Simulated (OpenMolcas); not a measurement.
**BClO (boron chloride oxide): levels of theory compared**

Aim: a comparison of 6 runs (HF/STO-3G, HF/ANO-S-VDZP, B3LYP/3-21G, B3LYP/6-31G*, PBE/def2-SVP, MP2/def-TZVP) of BClO (boron chloride oxide). 

The results are computed with OpenMolcas 26.06.

8 further runs of the same task are left out: 3 that didn't finish, 5 set aside as unsound or not needed.

### 1 The molecule

BClO has 3 atoms, charge 0, and is taken as a singlet. As SMILES, `O=BCl`. The shape is that of a GFN2-xTB optimisation.

Bond lengths: O1–B2 1.193 Å, B2–Cl3 1.639 Å. Angles: O1–B2–Cl3 179.9°.

### 2 Energy and forces at HF/STO-3G (run 1)

The input, calc.input:

```
>>> EXPORT MOLCAS_PRINT=2

&GATEWAY
  BASLIB=$CurrDir
  COORD
  3
  angstrom
  O        1.019560       0.606200       0.626990
  B        0.113080       0.066620       0.069470
  Cl      -1.132640      -0.672810      -0.696460
  BASIS=STO-3G
  GROUP=NoSym

&SEWARD

&SCF
  THRESHOLDS=1e-10 1e-07 1e-07 1e-05
  PRORBITALS=1 2

&ALASKA
```

The basis set STO-3G is read from a file made from the Basis Set Exchange's data (not shown).

Launch:

```bash
$ export MOLCAS_MEM=1860
$ pymolcas calc.input > calc.log
```

Output:

```text
--- Start Module: gateway ---
[...]
--- Stop Module: gateway /rc=_RC_ALL_IS_WELL_ ---
[...]
      Basis functions           19
[...]
--- Start Module: scf ---
[...]
       Convergence after  12 Iterations
[...]
::    Total SCF energy                               -552.8627269406
[...]
      Total spin, S                                     0.0000000000
[...]
      Total electronic charge=   30.000000
      Total            charge=   -0.000000
[...]
      Dipole Moment (debye):
      Origin of the operator (angstrom)=   -0.3559   -0.2113   -0.2188
                   X= -4.1032E-01               Y= -2.4652E-01               Z= -2.5262E-01           Total=  5.4125E-01
      Quadrupole Moment (debye*angstrom):
[...]
--- Stop Module: scf /rc=_RC_ALL_IS_WELL_ ---
--- Start Module: alaska ---
[...]
 *              Molecular gradients               *
 **************************************************
  Irreducible representation: a
 ------------------------------------------------------------------------------------------
                              X                       Y                       Z
 ------------------------------------------------------------------------------------------
  O1                2.36646564962832E-02    1.41472607375297E-02    1.45615687380092E-02
  B2               -7.87086670717807E-02   -4.68644249338563E-02   -4.84103553845041E-02
  CL3               5.50440105754983E-02    3.27171641963275E-02    3.38487866464972E-02
 ------------------------------------------------------------------------------------------
--- Stop Module: alaska /rc=_RC_ALL_IS_WELL_ ---
[...]
```

Run time: 1.9 s. Hardware: 1 thread of Arm Neoverse V1, shared host; peak memory 0.37 GiB.

### 3 A single-point energy at HF/ANO-S-VDZP (RICD fitting) (run 2)

The input, mol.inp:

```
&GATEWAY
BasisSet
O.ANO-S-VDZP....
O1 1.019560 0.606200 0.626990 angstrom
End of Basis
BasisSet
B.ANO-S-VDZP....
B2 0.113080 0.066620 0.069470 angstrom
End of Basis
BasisSet
Cl.ANO-S-VDZP....
Cl3 -1.132640 -0.672810 -0.696460 angstrom
End of Basis
RICD
aCD
&SEWARD
&SCF
Iterations = 75
PrOrbitals = 0
```

Launch:

```bash
$ export MOLCAS_MEM=1860
$ pymolcas mol.inp > mol.log
```

Output:

```text
--- Start Module: gateway ---
[...]
--- Stop Module: gateway /rc=_RC_ALL_IS_WELL_ ---
--- Start Module: seward ---
[...]
      Basis functions           46
--- Stop Module: seward /rc=_RC_ALL_IS_WELL_ ---
--- Start Module: scf ---
[...]
       Convergence after  11 Iterations
[...]
::    Total SCF energy                               -559.1451677934
[...]
      Total spin, S                                     0.0000000000
[...]
      Total electronic charge=   30.000000
      Total            charge=   -0.000000
[...]
      Dipole Moment (debye):
      Origin of the operator (angstrom)=   -0.3559   -0.2113   -0.2188
                   X= -2.5073E+00               Y= -1.4926E+00               Z= -1.5421E+00           Total=  3.3004E+00
      Quadrupole Moment (debye*angstrom):
[...]
--- Stop Module: scf /rc=_RC_ALL_IS_WELL_ ---
[...]
```

Wall time 2.4 s (1 thread of Arm Neoverse V1, shared host); peak memory 0.2 GiB.

Runs 3 to 5 aren't shown in full; the table further down has their settings and results.

### 4 The energy at MP2/def-TZVP (run 6)

The input, job.input:

```
* BClO MP2

&GATEWAY
 COORD
 3
 angstrom
 O        1.019560       0.606200       0.626990
 B        0.113080       0.066620       0.069470
 Cl      -1.132640      -0.672810      -0.696460
 BASIS=def-TZVP
 GROUP=NoSym

&SEWARD

&SCF
 PRORBITALS=1 1

&MBPT2
 FROZEN=7
```

Launch:

```bash
$ export MOLCAS_MEM=1860
$ pymolcas job.input > job.log
```

Output:

```text
--- Start Module: gateway ---
[...]
--- Stop Module: gateway /rc=_RC_ALL_IS_WELL_ ---
[...]
      Basis functions           60
[...]
--- Start Module: scf ---
[...]
       Convergence after  11 Iterations
[...]
::    Total SCF energy                               -559.1685679159
[...]
      Total spin, S                                     0.0000000000
[...]
      Total electronic charge=   30.000000
      Total            charge=   -0.000000
[...]
      Dipole Moment (debye):
      Origin of the operator (angstrom)=   -0.3559   -0.2113   -0.2188
                   X= -2.3663E+00               Y= -1.4092E+00               Z= -1.4554E+00           Total=  3.1151E+00
      Quadrupole Moment (debye*angstrom):
[...]
--- Stop Module: scf /rc=_RC_ALL_IS_WELL_ ---
[...]
--- Start Module: mbpt2 ---
[...]
WARNING!
Default frozen orbitals as non valence orbitals is overwritten by user input.
Default values:   7
[...]
       Reference weight ( Cref**2 )         =        0.87976
::    Total MBPT2 energy                             -559.5857261481
[...]
      Total MBPT2 calculations                           0.08      0.09
--- Stop Module: mbpt2 /rc=_RC_ALL_IS_WELL_ ---
[...]
```

Wall time 2.8 s (1 thread of Arm Neoverse V1, shared host); peak memory 0.39 GiB.

### 5 The series

```tsv
run	level	integral approximation	task	energy (Eh)	dipole moment (D) of the reference	HOMO energy (eV)	LUMO energy (eV)	wall time
1	HF/STO-3G	none	gradient	-552.862727	0.54	-11.25	9.32	1.9 s
2	HF/ANO-S-VDZP (RICD fitting)	RICD aCD	energy	-559.145168	3.30	-13.74	2.76	2.4 s
3	B3LYP/3-21G	none	gradient	-557.585443	1.57	-9.65	0.60	5.4 s
4	B3LYP/6-31G* (spherical functions)	none	gradient	-560.341538	2.33	-9.44	0.87	8.1 s
5	PBE/def2-SVP	none	gradient	-559.827158	2.47	-8.22	-0.11	7.5 s
6	MP2/def-TZVP	none	energy	-559.585726	3.12	-13.59	2.58	2.8 s
```

### 6 Summary of results

| quantity | value |
| --- | --- |
| run 6: total energy | -559.58573 Eh |
| run 6: dipole moment (mean-field density) | 3.12 D |
| run 6: HOMO energy (Hartree–Fock orbitals) | -13.59 eV |
| run 6: LUMO energy (Hartree–Fock orbitals) | 2.58 eV |
| run 6: HOMO–LUMO gap (Hartree–Fock orbitals) | 16.17 eV |
| run 6: correlation energy (7 core orbitals frozen) | -417.2 mEh |

What this shows: Over runs 1, 2, 3, 4, 5 the dipole moment (its size) runs from 0.54 D (HF/STO-3G) to 3.30 D (HF/ANO-S-VDZP). Over runs 1, 2, 3, 4, 5 the HOMO–LUMO gap runs from 8.11 eV (PBE/def2-SVP) to 20.57 eV (HF/STO-3G). The two ends differ in method and basis. Totals of different functionals can't be ranked against each other. In run 1 the basis is minimal, so the values are rough. All runs together took 28 s, the longest 8.1 s.
